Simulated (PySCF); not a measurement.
TDDFT excited states: CHNO

CHNO.
Atom-mapped SMILES: `[NH:1]=[C:2]=[O:3]` (hydrogens: H4 on N1)

Method used: PySCF, TDDFT CAM-B3LYP/def2-SVPD, vertical, gas phase, core orbitals frozen in the response. Isolated species at its GFN2-xTB geometry, gas phase.

Question: Predict the UV-vis stick spectrum at this level.

Answer: 

```json
{"state": "S1", "E (eV)": "6.78", "ν̃ (cm⁻¹)": "54700", "f": "0.0027", "main configurations (H = HOMO, L = LUMO)": "H→L+1 (55%), H→L (40%)"}
{"state": "S2", "E (eV)": "7.72", "ν̃ (cm⁻¹)": "62290", "f": "0.018", "main configurations (H = HOMO, L = LUMO)": "H-1→L (46%), H→L+2 (26%), H-1→L+1 (24%)"}
{"state": "S3", "E (eV)": "7.83", "ν̃ (cm⁻¹)": "63170", "f": "0.0071", "main configurations (H = HOMO, L = LUMO)": "H→L (58%), H→L+1 (39%)"}
{"state": "S4", "E (eV)": "8.30", "ν̃ (cm⁻¹)": "66930", "f": "0.0063", "main configurations (H = HOMO, L = LUMO)": "H-1→L (48%), H-1→L+1 (41%), H→L+2 (9%)"}
{"state": "S5", "E (eV)": "8.66", "ν̃ (cm⁻¹)": "69820", "f": "0.0022", "main configurations (H = HOMO, L = LUMO)": "H-1→L+2 (94%)"}
{"state": "S6", "E (eV)": "9.83", "ν̃ (cm⁻¹)": "79300", "f": "0.015", "main configurations (H = HOMO, L = LUMO)": "H→L+3 (84%)"}
{"state": "S7", "E (eV)": "10.00", "ν̃ (cm⁻¹)": "80660", "f": "0.201", "main configurations (H = HOMO, L = LUMO)": "H-1→L+3 (42%), H→L+2 (23%), H-1→L+1 (19%)"}
{"state": "S8", "E (eV)": "10.52", "ν̃ (cm⁻¹)": "84820", "f": "0.174", "main configurations (H = HOMO, L = LUMO)": "H→L+4 (64%), H-1→L+3 (20%), H→L+2 (12%)"}
```

Triplets, Tamm–Dancoff:

| state | E (eV) | λ (nm) | main configurations (H = HOMO, L = LUMO) |
| --- | --- | --- | --- |
| T1 | 6.40 | 193.8 | H→L+1 (58%), H→L (34%) |
| T2 | 6.47 | 191.8 | H-1→L+1 (61%), H-1→L (25%) |
| T3 | 7.28 | 170.3 | H→L+2 (85%) |

The lowest singlet comes at 183 nm (654 kJ/mol) in the vacuum ultraviolet; it is very weak; its leading configuration is HOMO→LUMO+1 (55%). The most intense listed level is S7 at 10.00 eV (124 nm, f = 0.201), 3.22 eV above S1. Löwdin shares by element: HOMO nitrogen 46%, oxygen 33%, carbon 17%, hydrogen 4%; LUMO carbon 61%, nitrogen 17%, oxygen 14%, hydrogen 8%. Orbital energies (eV): HOMO-3 -15.07, HOMO-2 -14.96, HOMO-1 -10.77, HOMO -10.34, LUMO 0.95, LUMO+1 1.51, LUMO+2 2.83. Weighted by f, the mean energy of these states is 10.02 eV. The listed states span 3.73 eV, and the widest gap between neighbours is 1.18 eV (S5 to S6). The window holds the lowest 8 singlets.

On Arm Neoverse N1, one thread, on a shared host, this took 3.8 s wall.
